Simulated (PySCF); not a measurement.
# Basis-set dependence of MgF at CCSD(T)

PySCF, UHF reference; doublet, unpaired electrons σ ↑; De to Mg + F without counterpoise correction. Frozen cores follow the default of each basis and core potential.

| basis | relativity | functions | Re (Å) | ωe (cm⁻¹) | De (eV) | frozen orbitals |
| --- | --- | --- | --- | --- | --- | --- |
| 3-21G | no relativity | 22 | 1.750 | 761 | 3.24 | 2 |
| x2c-SVPall | spin-free X2C | 32 | 1.778 | 720 | 4.17 | 2 |
| aug-pcseg-1 | no relativity | 37 | 1.789 | 697 | 4.51 | 2 |
| pcseg-2 | no relativity | 49 | 1.772 | 705 | 4.38 | 2 |
| x2c-TZVPPall | spin-free X2C | 63 | 1.764 | 703 | 4.29 | 2 |

Question: How does each smaller set differ from the one with most functions, x2c-TZVPPall?

Answer: 3-21G: -1.4 pm, +8.3 % in ωe, -1.05 eV in De; x2c-SVPall: +1.4 pm, +2.4 % in ωe, -0.12 eV in De; aug-pcseg-1: +2.5 pm, -0.9 % in ωe, +0.22 eV in De; pcseg-2: +0.8 pm, +0.3 % in ωe, +0.09 eV in De. All at CCSD(T); the set with most functions is neither the basis-set limit nor always the best. The rows treat relativity differently, so the differences are not basis effects alone.

Correlated steps freeze 2 core orbitals. Correlated levels converge slowly with the basis: in double zeta they bind strong bonds too weakly, by up to about 1 eV, and carry superposition errors of some tenths. 3-21G is very small, so such numbers show the basis as much as the molecule. The state was picked by a PBE0 search and need not be the measured ground state.
